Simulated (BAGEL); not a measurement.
# CH5OSi (SMILES C[SiH]O) at UHF/STO-3G (density fitting with qzvpp-jkfit)

What is the vertical electron affinity of CH5OSi at UHF/STO-3G (density fitting with qzvpp-jkfit)? 

The calculation is run with BAGEL 1.2.2.

22 further runs of the same task are left out: 22 set aside as unsound or not needed.

**1. Starting point**

The species is CH5OSi (8 atoms), meant as a doublet with charge 0. As SMILES, `C[SiH]O`. The coordinates come from a PBE0-D4/def2-TZVP relaxation. This is one conformer, not always the lowest.

Bond lengths: C1–Si2 1.864 Å, Si2–O3 1.657 Å, C1–H4 1.092 Å, C1–H5 1.092 Å, C1–H6 1.094 Å, Si2–H7 1.502 Å, O3–H8 0.958 Å. Angles: C1–Si2–O3 106.3°, C1–Si2–H7 111.0°, O3–Si2–H7 110.1°, Si2–C1–H4 111.0°, Si2–C1–H5 110.4°, Si2–C1–H6 110.1°, Si2–O3–H8 117.0°, H4–C1–H5 108.4°, H4–C1–H6 108.4°, H5–C1–H6 108.5°.

**2. A single-point energy at UHF/STO-3G (density fitting with qzvpp-jkfit)**

The input, input.json:

```json
{ "bagel": [

{
  "title": "molecule",
  "basis": "sto-3g",
  "df_basis": "qzvpp-jkfit",
  "angstrom": true,
  "geometry": [
    { "atom": "C", "xyz": [      -0.688200,       0.901800,      -0.099400 ] },
    { "atom": "Si", "xyz": [       0.670300,      -0.323400,      -0.458400 ] },
    { "atom": "O", "xyz": [       0.201200,      -1.753600,       0.234600 ] },
    { "atom": "H", "xyz": [      -1.628600,       0.589000,      -0.557100 ] },
    { "atom": "H", "xyz": [      -0.424700,       1.887000,      -0.490900 ] },
    { "atom": "H", "xyz": [      -0.841600,       0.986400,       0.980700 ] },
    { "atom": "H", "xyz": [       1.974600,       0.132900,       0.129400 ] },
    { "atom": "H", "xyz": [       0.828900,      -2.477200,       0.205400 ] }
  ]
},

{
  "title": "uhf",
  "nopen": 1
},

{
  "title": "print",
  "file": "orbitals.molden",
  "orbitals": true
}

]}
```

Launch:

```bash
$ BAGEL_NUM_THREADS=1 BAGEL input.json > input.out
```

Log:

```text
* using 1 threads per process

  ===============================================================
  ===============================================================

  *** Geometry ***

  { "atom" : "C", "xyz" : [     -1.300510,      1.704155,     -0.187839 ] },
  { "atom" : "Si", "xyz" : [      1.266683,     -0.611137,     -0.866250 ] },
  { "atom" : "O", "xyz" : [      0.380213,     -3.313824,      0.443330 ] },
  { "atom" : "H", "xyz" : [     -3.077608,      1.113049,     -1.052766 ] },
  { "atom" : "H", "xyz" : [     -0.802567,      3.565913,     -0.927667 ] },
  { "atom" : "H", "xyz" : [     -1.590394,      1.864026,      1.853254 ] },
  { "atom" : "H", "xyz" : [      3.731453,      0.251145,      0.244531 ] },
  { "atom" : "H", "xyz" : [      1.566394,     -4.681230,      0.388150 ] },

  Number of auxiliary basis functions:      370

  Since a DF basis is specified, we compute 2- and 3-index integrals:
    o Being stored without compression. Storage requirement is 0.002 GB

  Number of basis functions:       24
  Number of electrons      :       33

    * METHOD: MOLECULE                             0.09

  *** Open-shell HF ***

  === Nuclear Repulsion ===
   108.4498116219

      * DIIS with orbital gradients will be used.

  === UHF iteration (sto-3g) ===
      0       -399.66808519          0.03120794           0.02
      1       -399.72040772          0.00882249           0.02
      2       -399.72565603          0.00284919           0.02
      3       -399.72629429          0.00092792           0.02
      4       -399.72651881          0.00022439           0.02
      5       -399.72655338          0.00004823           0.02
      6       -399.72655756          0.00001787           0.02
      7       -399.72655886          0.00001071           0.02
      8       -399.72655951          0.00000524           0.02
      9       -399.72655963          0.00000104           0.02
     10       -399.72655963          0.00000041           0.02
     11       -399.72655963          0.00000018           0.02
     12       -399.72655963          0.00000005           0.02
     13       -399.72655963          0.00000002           0.02
     14       -399.72655963          0.00000001           0.02
     15       -399.72655963          0.00000001           0.02
    * SCF iteration converged.

    * S^2 (UHF) is 0.7521

    * Permanent dipole moment:
           (   -0.456263,     0.065628,     0.457135) a.u.

    * METHOD: UHF                                  0.32

    * METHOD: PRINT                                0.00

  ===============================================================
```

It took 0.54 s on 1 thread of Arm Neoverse V1, shared host.

**3. The singlet anion at the same level**

The input, input.json:

```json
{ "bagel" : [

{
  "title" : "molecule",
  "basis" : "sto-3g",
  "df_basis" : "qzvpp-jkfit",
  "angstrom" : "true",
  "geometry" : [
    { "atom" : "C", "xyz" : [   -0.688200,    0.901800,   -0.099400 ] },
    { "atom" : "Si", "xyz" : [    0.670300,   -0.323400,   -0.458400 ] },
    { "atom" : "O", "xyz" : [    0.201200,   -1.753600,    0.234600 ] },
    { "atom" : "H", "xyz" : [   -1.628600,    0.589000,   -0.557100 ] },
    { "atom" : "H", "xyz" : [   -0.424700,    1.887000,   -0.490900 ] },
    { "atom" : "H", "xyz" : [   -0.841600,    0.986400,    0.980700 ] },
    { "atom" : "H", "xyz" : [    1.974600,    0.132900,    0.129400 ] },
    { "atom" : "H", "xyz" : [    0.828900,   -2.477200,    0.205400 ] }
  ]
},
{ "title" : "hf", "charge" : -1 },
{ "title" : "print", "file" : "orbitals.molden", "orbitals" : "true" }

]}
```

Launch:

```bash
$ BAGEL_NUM_THREADS=1 BAGEL input.json > input.out
```

Log:

```text
* using 1 threads per process

  ===============================================================
  ===============================================================

  *** Geometry ***

  { "atom" : "C", "xyz" : [     -1.300510,      1.704155,     -0.187839 ] },
  { "atom" : "Si", "xyz" : [      1.266683,     -0.611137,     -0.866250 ] },
  { "atom" : "O", "xyz" : [      0.380213,     -3.313824,      0.443330 ] },
  { "atom" : "H", "xyz" : [     -3.077608,      1.113049,     -1.052766 ] },
  { "atom" : "H", "xyz" : [     -0.802567,      3.565913,     -0.927667 ] },
  { "atom" : "H", "xyz" : [     -1.590394,      1.864026,      1.853254 ] },
  { "atom" : "H", "xyz" : [      3.731453,      0.251145,      0.244531 ] },
  { "atom" : "H", "xyz" : [      1.566394,     -4.681230,      0.388150 ] },

  Number of auxiliary basis functions:      370

  Since a DF basis is specified, we compute 2- and 3-index integrals:
    o Being stored without compression. Storage requirement is 0.002 GB

  Number of basis functions:       24
  Number of electrons      :       33

    * METHOD: MOLECULE                             0.09

  *** RHF ***

  === Nuclear Repulsion ===
   108.4498116219

      * DIIS with orbital gradients will be used.

  === RHF iteration (sto-3g) ===
      0       -399.44290520          0.01783633           0.01
      1       -399.50801072          0.00346154           0.01
      2       -399.51124059          0.00088195           0.01
      3       -399.51159829          0.00012807           0.01
      4       -399.51161501          0.00003962           0.01
      5       -399.51161676          0.00000722           0.01
      6       -399.51161680          0.00000227           0.01
      7       -399.51161680          0.00000061           0.01
      8       -399.51161680          0.00000012           0.01
      9       -399.51161680          0.00000003           0.01
     10       -399.51161680          0.00000001           0.01
    * SCF iteration converged.

    * Permanent dipole moment:
           (    0.335131,     0.091734,    -0.481239) a.u.

    * METHOD: HF                                   0.15

    * METHOD: PRINT                                0.00

  ===============================================================
```

It took 0.38 s on 1 thread of Arm Neoverse V1, shared host.

**4. Outcome**

Level: UHF/STO-3G (density fitting with qzvpp-jkfit).

| quantity | value |
| --- | --- |
| doublet CH5OSi: total energy | -399.72656 Eh |
| doublet CH5OSi: dipole moment | 1.65 D |
| doublet CH5OSi: ⟨S²⟩ | 0.752 |
| singlet anion: total energy | -399.51162 Eh |
| singlet anion: HOMO energy | 5.22 eV |
| singlet anion: LUMO energy | 21.83 eV |
| singlet anion: HOMO–LUMO gap (to an unbound level, set by the basis) | 16.61 eV |
| vertical electron affinity (to the singlet anion) | -5.849 eV |

What this shows: The anion lies 5.85 eV (135 kcal/mol) above the neutral: the electron isn't bound at this level, and such a value depends on the basis. Without diffuse functions anions come out too high. Hartree–Fock misses the correlation that binds many anions. In a minimal basis such a difference can be off by several eV, whatever the method. The HOMO (singlet anion) lies at positive energy, 5.22 eV: the electron is unbound at this level or held by a compact basis; values depend on the basis.
